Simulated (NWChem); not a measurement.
System: C$_{2}$H$_{3}$F; SMILES C=CF

NWChem printed, in part:

```
             Northwest Computational Chemistry Package (NWChem) 7.3.0
             --------------------------------------------------------

 CS  symmetry detected

                             Geometry "geometry" -> ""
                             -------------------------

 Output coordinates in angstroms (scale by  1.889725989 to convert to a.u.)

  No.       Tag          Charge          X              Y              Z
 ---- ---------------- ---------- -------------- -------------- --------------
    1 C                    6.0000    -0.22987925     1.16702248     0.00000000
    2 C                    6.0000     0.43336343     0.03205938     0.00000000
    3 F                    9.0000    -0.19066303    -1.15584998     0.00000000
    4 H                    1.0000    -1.30519199     1.18793796     0.00000000
    5 H                    1.0000     0.29251518     2.10430229     0.00000000
    6 H                    1.0000     1.50773899    -0.08408155     0.00000000

 Effective nuclear repulsion energy (a.u.)      67.7911891491

      Symmetry information
      --------------------

 Group name             Cs
 Group number              2
 Group order               2
 No. of unique centers     6

                                Z-matrix (autoz)
                                --------

 Units are Angstrom for bonds and degrees for angles

      Type          Name      I     J     K     L     M      Value
      ----------- --------  ----- ----- ----- ----- ----- ----------
    1 Stretch                  1     2                       1.31455
    2 Stretch                  1     4                       1.07552
    3 Stretch                  1     5                       1.07303
    4 Stretch                  2     3                       1.34184
    5 Stretch                  2     6                       1.08063
    6 Bend                     1     2     3               121.98549
    7 Bend                     1     2     6               126.47066
    8 Bend                     2     1     4               121.41519
    9 Bend                     2     1     5               120.56592
   10 Bend                     3     2     6               111.54385
   11 Bend                     4     1     5               118.01888
   12 Torsion                  3     2     1     4           0.00000
   13 Torsion                  3     2     1     5         180.00000
   14 Torsion                  4     1     2     6         180.00000
   15 Torsion                  5     1     2     6           0.00000

                           NWChem Geometry Optimization
                           ----------------------------

 maximum gradient threshold         (gmax) =   0.000450
 rms gradient threshold             (grms) =   0.000300
 maximum cartesian step threshold   (xmax) =   0.001800
 rms cartesian step threshold       (xrms) =   0.001200
 fixed trust radius                (trust) =   0.300000
 source of zmatrix                         =   autoz

          -------------------
          Energy Minimization
          -------------------

 Using diagonal initial Hessian
 Scaling for Hessian diagonals: bonds = 1.00  angles = 0.25  torsions = 0.10

          --------
          Step   0

                                 NWChem DFT Module
                                 -----------------

 Summary of "ao basis" -> "ao basis" (spherical)
 ------------------------------------------------------------------------------
       Tag                 Description            Shells   Functions and Types
 ---------------- ------------------------------  ------  ---------------------
 C                          def2-svp                 6       14   3s2p1d
 F                          def2-svp                 6       14   3s2p1d
 H                          def2-svp                 3        5   2s1p

      Symmetry analysis of basis
      --------------------------

        a'         42
        a"         15

[...]

      ----------------------
      Optimization converged
      ----------------------

  Step       Energy      Delta E   Gmax     Grms     Xrms     Xmax
  ---- ---------------- -------- -------- -------- -------- --------
@    4    -177.49633995 -3.1D-07  0.00006  0.00003  0.00047  0.00094
                                     ok       ok       ok       ok

                                Z-matrix (autoz)
                                --------

 Units are Angstrom for bonds and degrees for angles

      Type          Name      I     J     K     L     M      Value     Gradient
      ----------- --------  ----- ----- ----- ----- ----- ---------- ----------
    1 Stretch                  1     2                       1.32588    0.00006
    2 Stretch                  1     4                       1.09198    0.00001
    3 Stretch                  1     5                       1.09022   -0.00002
    4 Stretch                  2     3                       1.32881   -0.00005
    5 Stretch                  2     6                       1.09506   -0.00001
    6 Bend                     1     2     3               122.79497   -0.00001
    7 Bend                     1     2     6               124.89954   -0.00001
    8 Bend                     2     1     4               121.09976   -0.00003
    9 Bend                     2     1     5               119.59165    0.00003
   10 Bend                     3     2     6               112.30549    0.00001
   11 Bend                     4     1     5               119.30858    0.00000
   12 Torsion                  3     2     1     4           0.00000    0.00000
   13 Torsion                  3     2     1     5         180.00000    0.00000
   14 Torsion                  4     1     2     6         180.00000    0.00000
   15 Torsion                  5     1     2     6           0.00000    0.00000

                         Geometry "geometry" -> "geometry"
                         ---------------------------------

 Output coordinates in angstroms (scale by  1.889725989 to convert to a.u.)

  No.       Tag          Charge          X              Y              Z
 ---- ---------------- ---------- -------------- -------------- --------------
    1 C                    6.0000    -0.23667449     1.16876026     0.00000000
    2 C                    6.0000     0.42489290     0.01972515     0.00000000
    3 F                    9.0000    -0.18402043    -1.16136494     0.00000000
    4 H                    1.0000    -1.32842930     1.19102281     0.00000000
    5 H                    1.0000     0.31627497     2.10835310     0.00000000
    6 H                    1.0000     1.51583969    -0.07510580     0.00000000

 Effective nuclear repulsion energy (a.u.)      67.6384062685

      Symmetry information
      --------------------

 Group name             Cs
 Group number              2
 Group order               2
 No. of unique centers     6

[...]

 Rotational Constants
 --------------------
 A=   2.199703 cm-1  (  3.164812 K)
 B=   0.354992 cm-1  (  0.510742 K)
 C=   0.305663 cm-1  (  0.439771 K)

 Temperature                      =   298.15K
 frequency scaling parameter      =   1.0000

 Zero-Point correction to Energy  =   27.779 kcal/mol  (  0.044269 au)
 Thermal correction to Energy     =   29.876 kcal/mol  (  0.047610 au)
 Thermal correction to Enthalpy   =   30.468 kcal/mol  (  0.048554 au)

 Total Entropy                    =   60.227 cal/mol-K
   - Translational                =   37.388 cal/mol-K (mol. weight =  46.0219)
   - Rotational                   =   21.431 cal/mol-K (symmetry #  =        1)
   - Vibrational                  =    1.408 cal/mol-K

 Cv (constant volume heat capacity) =    9.828 cal/mol-K
   - Translational                  =    2.979 cal/mol-K
   - Rotational                     =    2.979 cal/mol-K
   - Vibrational                    =    3.869 cal/mol-K

[normal modes left out]

 ----------------------------------------------------------------------------
 Normal Eigenvalue ||           Projected Infra Red Intensities
  Mode   [cm**-1]  || [atomic units] [(debye/angs)**2] [(KM/mol)] [arbitrary]
 ------ ---------- || -------------- ----------------- ---------- -----------
    1       -0.000 ||    0.000009           0.000         0.009       0.004
    2        0.000 ||    0.001383           0.032         1.348       0.668
    3        0.000 ||    0.002560           0.059         2.496       1.236
    4        0.000 ||    0.000601           0.014         0.586       0.290
    5        0.000 ||    0.000029           0.001         0.028       0.014
    6        0.000 ||    0.000607           0.014         0.592       0.293
    7      486.809 ||    0.003999           0.092         3.898       1.930
    8      738.093 ||    0.002070           0.048         2.018       0.999
    9      883.837 ||    0.062405           1.440        60.835      30.125
   10      949.027 ||    0.024159           0.557        23.552      11.663
   11      978.212 ||    0.022338           0.515        21.777      10.784
   12     1210.264 ||    0.112289           2.591       109.465      54.206
   13     1323.814 ||    0.004622           0.107         4.505       2.231
   14     1396.188 ||    0.006143           0.142         5.989       2.965
   15     1756.659 ||    0.118902           2.743       115.912      57.398
   16     3192.129 ||    0.002274           0.052         2.217       1.098
   17     3218.750 ||    0.008424           0.194         8.212       4.067
   18     3307.447 ||    0.000059           0.001         0.057       0.028
 ----------------------------------------------------------------------------
```

Level: PBE0/def2-SVP. 

Task: Write an input that gives this output.

Result: Several could match; the one computed here: the input that was run:
```
start job
memory heap 200 mb stack 900 mb global 1100 mb
geometry units angstroms
  C     -1.256866     0.231495    -0.054064
  C      0.037833     0.458383    -0.071626
  F      0.934275    -0.525928     0.095889
  H     -1.650616    -0.757995     0.096287
  H     -1.953725     1.035956    -0.190517
  H      0.520522     1.414472    -0.215420
end
basis spherical
  * library def2-svp
end
dft
  xc pbe0
  iterations 150
end
driver
  maxiter 120
end
task dft optimize
task dft freq
```
